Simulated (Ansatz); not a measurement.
`CC(C)C#N` + ethanol → `CCOC#N` + propane at 400 K and 1 bar (substitution at a C–C bond).

Program: Ansatz. Geometries: PBE0-D4/def2-TZVP. ΔE: electronic, gas phase. CBS: MP2 limit from def2 TZ/QZ plus the TZ coupled-cluster correction, frozen cores. Each species was taken in one conformer, which may not be the lowest.

```tsv
species	CCSD(T)/CBS energy (Eh)	H − E (kJ/mol)	S (J/(mol·K))
`CC(C)C#N`	-211.11809	298.5	344.2
`CCO`	-154.88256	231.6	290.7
`CCOC#N`	-246.99416	234.9	338.3
`CCC`	-118.98051	294.1	291.8
```

H − E and S are ideal-gas, rigid-rotor, harmonic terms from PBE0-D4/def2-TZVP, for one conformer and one mirror image of each species. 1 Eh = 2625.50 kJ/mol, R = 8.31446 J/(mol·K).

Question: By hand: ΔE, ΔH, ΔS and ΔG.

Answer: ΔE = (-246.99416) + (-118.98051) − (-211.11809) − (-154.88256) = 0.02598 Eh = 68.2 kJ/mol. Δ(H − E) = 234.9 + 294.1 − 298.5 − 231.6 = -1.1, so ΔH = 67.1 kJ/mol. ΔS = 338.3 + 291.8 − 344.2 − 290.7 = -4.8 J/(mol·K). ΔG = 67.1 − 400 × (-4.8)/1000 = 69.0 kJ/mol.

Question: By hand: the equilibrium constant, and the temperature at which ΔG would vanish if ΔH and ΔS stayed fixed.

Answer: log₁₀ K = −ΔG/(RT ln 10) = -9.0. ΔH and −TΔS have one sign here, so there is no such temperature.

The number of gas molecules stays the same, so ΔS is small and ΔH decides. A doubt of 5 kJ/mol in ΔE shifts log₁₀ K by 0.7 here. Other conformers and mirror images would add mixing entropy, several J/(mol·K) or more a flexible species. These are equilibria of isolated gas molecules and say nothing of rates. Largest T1 diagnostic: 0.013 (customary marks: 0.02 for closed shells, 0.045 for open ones).

ΔS is within the doubt of such terms, so its sign, and with it that verdict, could turn.
